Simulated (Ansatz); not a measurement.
Calculation: Ansatz (a program for electronic structure) with frozen-core CCSD(T)/def2-TZVPP // PBE0-D3(BJ)/def2-TZVP.

Ansatz 0.2 input:
```yaml
crystal:
  periodic: [false, false, false]
  atoms:
    - { symbol: C, position_ang: [-0.132012, 0.017501, 0.015863] }
    - { symbol: S, position_ang: [1.64786, -0.040572, 0.072773] }
    - { symbol: H, position_ang: [-0.432131, -0.565848, -0.862596] }
    - { symbol: H, position_ang: [-0.583054, -0.446013, 0.893904] }
    - { symbol: H, position_ang: [-0.500664, 1.034931, -0.119944] }
basis:
  gaussian: { orbitals: def2-TZVPP }
correlation:
  method: ccsd_t
magnetization:
  spin_polarized: true
  initial_magnetization: 1
```

Output:

```
Functional definition: HF
653 factors; integrals over basis functions are off by at most 1.1e-3 eV
mean field evaluation 1: about -11894.1546 eV, gradient 1.3e1 eV
mean field evaluation 2: about -11894.1581 eV, gradient 1.3e1 eV
mean field evaluation 4: about -11895.3309 eV, gradient 2.0e0 eV
mean field evaluation 8: about -11895.3764 eV, gradient 2.9e-3 eV
mean field evaluation 16: about -11895.3268 eV, gradient 2.0e0 eV
mean field evaluation 32: about -11895.3764 eV, gradient 1.1e-4 eV
mean field evaluation 64: about -11895.3390 eV, gradient 9.2e-2 eV
mean field evaluation 96: about -11895.3249 eV, gradient 2.5e-3 eV
mean field -11895.37635567 eV, -437.1470180952 hartree, gradient 9.0e-6 eV, S^2 0.764497; 6 other end points of the search recorded, 0 dependent functions left out
determinant -11895.37635567 eV, -437.1470180952 hartree, with singles and doubles -11905.27794783 eV, -437.5108948957 hartree
determinant -11895.32488899 eV, -437.1451267297 hartree, with singles and doubles -11905.22368282 eV, -437.5089006932 hartree
determinant -11895.37635567 eV, -437.1470180952 hartree, with singles and doubles -11905.17056911 eV, -437.5069488005 hartree
determinant -11895.32488899 eV, -437.1451267297 hartree, with singles and doubles -11905.11664039 eV, -437.5049669566 hartree
6 core orbitals not correlated
reference -11895.37635567 eV, -437.1470180952 hartree; 7, 6 occupied and 102, 103 virtual orbitals, 653 factors
second order -8.84799517 eV of doubles, -0.00000000 eV of singles
cycle   1  -9.79421146 eV  change    2.0e-6 eV  update   2.7e-6
perturbative correction -0.38259886 eV, -0.0140602489 hartree
Total energy: -11905.55316599 eV, -437.5210089765 hartree
```

Cost: about 70 core-seconds (a rough figure).
